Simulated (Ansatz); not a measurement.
in.yaml

```yaml
crystal:
  periodic: [false, false, false]
  atoms:
    - {symbol: Si, position_ang: [0.000000, 0.000000, 1.555634]}
    - {symbol: C, position_ang: [0.000000, 0.000000, -0.126817]}
    - {symbol: H, position_ang: [0.000000, 0.000000, -1.428817]}
basis:
  gaussian: {orbitals: 6-31G}
magnetization: {spin_polarized: false, initial_magnetization: 1}
correlation: {method: fci, electrons: outside_noble_gas}
```

```sh
$ ansatz run in.yaml --threads 1 --pin off --events-out ev --progress --plain --max-ram 2393MiB
```

(1) Roughly how long does this take on 1 thread of Arm Neoverse V1, shared host, and how much host memory?

```
497 factors; integrals over basis functions are off by at most 1.2e-7 eV
mean field evaluation 1: about -8902.0126 eV, gradient 1.1e1 eV
mean field evaluation 2: about -8902.0149 eV, gradient 1.1e1 eV
mean field evaluation 4: about -8902.5411 eV, gradient 2.7e0 eV
mean field evaluation 8: about -8902.5872 eV, gradient 1.0e-1 eV
mean field evaluation 16: about -8900.3169 eV, gradient 3.7e-3 eV
mean field evaluation 32: about -8893.1556 eV, gradient 1.6e-1 eV
mean field evaluation 64: about -8902.5856 eV, gradient 6.6e-1 eV
mean field -8902.58763889 eV, -327.1640613385 hartree, gradient 3.1e-6 eV, S^2 0.750000; 9 other end points of the search recorded, 0 dependent functions left out
mean field evaluation 96: about -8902.8899 eV, gradient 1.6e-1 eV
determinant -8902.58763889 eV, -327.1640613385 hartree, with singles and doubles -8906.66106252 eV, -327.3137568959 hartree
determinant -8900.31692013 eV, -327.0806139632 hartree, with singles and doubles -8905.57294147 eV, -327.2737691847 hartree
6 core orbitals not correlated: weight in the atoms' cores, before any rotation towards them, 1.000 or more for the frozen orbitals, at most 0.000 for the correlated occupied ones
reference -8902.58763889 eV, -327.1640613385 hartree; 5, 4 occupied and 13, 14 virtual orbitals, 497 factors
state -8906.86082917 eV, -327.3210981847 hartree
Total energy: -8906.86082917 eV, -327.3210981847 hartree
```

Natural occupations: 1.9723 1.9500 1.9359 1.8830 0.9762 0.1157 0.0535 0.0492 0.0282 0.0085 0.0080 0.0053 0.0052 0.0029 0.0021 0.0019 0.0012 0.0009.

Results:

(1) 1.7 min wall and 0.86 GiB.
